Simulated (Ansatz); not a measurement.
Body-centred tetragonal In, treated with revPBE in Ansatz (plane waves, PAW).

Numerical settings: plane-wave cutoff 520 eV, 24×24×24 k mesh, Fermi–Dirac smearing 0.05 eV, scalar-relativistic PAW data made under PBE.

Results at a series of volumes:

```json
[
 {"V (Å³/atom)": "27.244", "E − E_lowest (meV/atom)": "4.94", "P (GPa)": "1.445"},
 {"V (Å³/atom)": "27.812", "E − E_lowest (meV/atom)": "1.20", "P (GPa)": "0.682"},
 {"V (Å³/atom)": "28.379", "E − E_lowest (meV/atom)": "0.00", "P (GPa)": "0.009"},
 {"V (Å³/atom)": "28.947", "E − E_lowest (meV/atom)": "1.04", "P (GPa)": "-0.585"},
 {"V (Å³/atom)": "29.514", "E − E_lowest (meV/atom)": "4.05", "P (GPa)": "-1.103"}
]
```

Q: Estimate the bulk modulus from the pressures at 27.812 and 28.947 Å³/atom, and compare it with a fit to all energies.

A: B = −V dP/dV. Between V = 27.812 and 28.947 Å³/atom, dP/dV = (-0.585 − (0.682))/(28.947 − 27.812) = -1.12 GPa per Å³/atom; at the midpoint 28.380 Å³/atom this gives B ≈ 31.7 GPa. The third-order Birch–Murnaghan fit gives V0 = 28.387 Å³/atom, B0 = 31.5 GPa, B′ = 5.4, which lies within 1 % of that estimate.

Shape and atoms are relaxed at each volume.

Measured, for comparison: bulk modulus 44.7 GPa (copied from a table, unchecked, extrapolated to 0 K and zero-point effects removed; as tabulated in Lejaeghere et al. (2013), arXiv:1204.2733). Computed (rounded) less measured: bulk modulus not scored (unchecked).

Note: the bulk modulus comes from volumes at which shape and atoms were relaxed.

Spin–orbit coupling is not included.

Computed values are for the static lattice.

It cost about 9 core-minutes (a rough figure) of CPU time.

Ansatz is a program for electronic structure.
